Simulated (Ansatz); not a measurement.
The cluster Si₃. Total charge 0; singlet. Geometry relaxed at PBE-D4/def2-TZVP.

```tsv
atom	x (Å)	y (Å)	z (Å)
Si1	1.009	-0.386	-0.222
Si2	-0.288	1.282	-0.797
Si3	-0.720	-0.896	1.020
```

At PBE0-D4/def2-TZVP a triplet of charge 0 lies 0.21 eV below the restricted singlet, each at its own geometry. The structure comes from a short search, and lower isomers may exist.

Question: Estimate the harmonic wavenumbers at RKS PBE-D4/def2-TZVP (Ansatz, unscaled). Is this a minimum?

Answer: 167, 533, 538 cm⁻¹. Yes, no mode is imaginary beyond noise. Zero-point energy 7.4 kJ/mol. It took 4.2 s on 2 threads of Arm Neoverse V2 on a shared host.
